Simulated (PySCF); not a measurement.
Species: (CH3)2PPF2, C₂H₆F₂P₂.
Bonds: C1–P2, P2–C3, P2–P4, P4–F5, P4–F6. Hydrogens: H7, H8, H9 on C1; H10, H11, H12 on C3.

Theory: PySCF, TDDFT B3LYP/def2-SVPD, vertical, gas phase, core orbitals frozen in the response. The structure is a single PBE0-D3(BJ)/def2-SVP conformer in the gas phase; no vibrational or solvent corrections. Torsions of this conformer, `[CH3:1][P:2]([CH3:3])[P:4]([F:5])[F:6]`: C1–P2–P4–F5 87°.

Orbital energies (eV): HOMO-3 -10.21, HOMO-2 -9.74, HOMO-1 -8.03, HOMO -6.61, LUMO -0.89, LUMO+1 -0.86, LUMO+2 0.53.

Lowest singlets, with some entries withheld (?).

```
state  λ (nm)       f  main configurations (H = HOMO, L = LUMO)
   S1   268.9   0.014                                 H→L (95%)
   S2   235.0   0.206                               H→L+1 (90%)
   S3   204.0  0.0004                               H-1→L (92%)
   S4       ?  0.0099                             H-1→L+1 (93%)
   S5       ?   0.022                               H→L+2 (95%)
   S6       ?   0.033                               H→L+3 (94%)
```

Problem. What stands in place of each question mark?

Solution. 
- S4: λ = 198.1 nm
- S5: λ = 193.7 nm
- S6: λ = 192.2 nm

Problem. How far apart are S3 and S6, in eV and cm⁻¹?

Solution. 6.450 − 6.078 = 0.372 eV, or about 3000 cm⁻¹.

Problem. What is the mean static polarisability from the same response equations?

Solution. 80.2 au (11.89 Å³), with principal values 67.8, 79.5 and 93.4 au.

On an Arm Neoverse V2 with one thread, shared host, this took 25 s and 0.85 GiB of memory at its peak.
